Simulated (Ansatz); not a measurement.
# Lithium, bcc under revPBE: structure, energy and stiffness

The plan for lithium in the bcc structure: relax it, solve it on a dense k-mesh, switch on spin-orbit coupling, then scale the cell to 7 volumes from 88 to 112 % of the relaxed one and try a fit of the equation of state. The k-meshes are 13×13×13 for the relaxation; 21×21×21 for the dense run; 13×13×13 for spin-orbit coupling; 21×21×21 for the volumes. The starting cell is the measured one, from the Crystallography Open Database.

Computed with Ansatz 0.2.0 (DFT revPBE, plane waves (420 eV) with PAW, scalar-relativistic; the PAW data stem from PBE, with regenerated cores, unless a step says otherwise).

## Step 1: The structure to begin with

Symmetry: Im-3m, No. 229, cubic system. The conventional cell has a = 3.509 Å, b = 3.509 Å, c = 3.509 Å, α = 90.00°, β = 90.00°, γ = 90.00°. Li (site symmetry m-3m) has 8 Li at 3.04 Å as nearest neighbours.

As a file:

```cif
data_structure
_symmetry_space_group_name_H-M 'Im-3m'
_symmetry_Int_Tables_number 229
_cell_length_a 3.5093
_cell_length_b 3.5093
_cell_length_c 3.5093
_cell_angle_alpha 90.000
_cell_angle_beta 90.000
_cell_angle_gamma 90.000
_cell_volume 43.22
loop_
_atom_site_label
_atom_site_type_symbol
_atom_site_symmetry_multiplicity
_atom_site_Wyckoff_symbol
_atom_site_fract_x
_atom_site_fract_y
_atom_site_fract_z
_atom_site_occupancy
Li1 Li 2 a 0.00000 0.00000 0.00000 1
```

## Step 2: Relaxation of the cell

input.yaml reads:

```yaml
crystal:
  lattice:
    - [-1.75465, 1.75465, 1.75465]
    - [1.75465, -1.75465, 1.75465]
    - [1.75465, 1.75465, -1.75465]
  atoms:
    - { symbol: Li, position: [0.0, 0.0, 0.0] }
hamiltonian:
  xc: revpbe
  pseudopotentials:
    kind: paw
    azcp:
      Li: "pseudopotentials/Li.paw.azcp"
basis:
  ecutwfc: 420
  fft_grid_basis: typed
kpoints:
  mp_grid: { grid: [13, 13, 13], shift: [0, 0, 0] }
magnetization:
  spin_polarized: false
scf:
  occupations: { method: fermi_dirac, width: 0.1 }
relax:
  max_steps: 60
  f_tol: 0.01
  cell: {}
```

The runs that follow: Single point on a dense mesh; A two-component run at the same geometry; Volume × 0.88; Volume × 0.92; Volume × 0.96; Volume × 1.0; Volume × 1.04; Volume × 1.08; Volume × 1.12.

**Question.** What will these runs give? Wanted: space group; conventional cell; volume; shortest distance; gap on the mesh; V₀, B₀, B₀′.

**Answer**, as computed:

| quantity | value |
| --- | --- |
| space group (spins left aside) | Im-3m (No. 229) |
| conventional cell | a = 3.484 Å |
| volume | 21.137 Å³/atom |
| shortest distance | 3.017 Å |
| against the measured volume | -2.2 % (21.609 Å³/atom) |
| gap on the mesh | none (levels filled in part) |
| V₀, B₀, B₀′ | 21.137 Å³/atom, 13.0 GPa, 3.4 |

Against experiment, revPBE misses the volume by -2.2 %. Part of the miss is zero-point motion and any thermal expansion in the measured cell. Levels at the Fermi energy are filled in part, as in a metal. The total energy of the spin-orbit run (on a coarser mesh) lies 0 meV/atom from the scalar one; mesh and treatment of the core enter this figure, so it is no spin-orbit energy. The fitted modulus is 13.0 GPa, a soft solid.
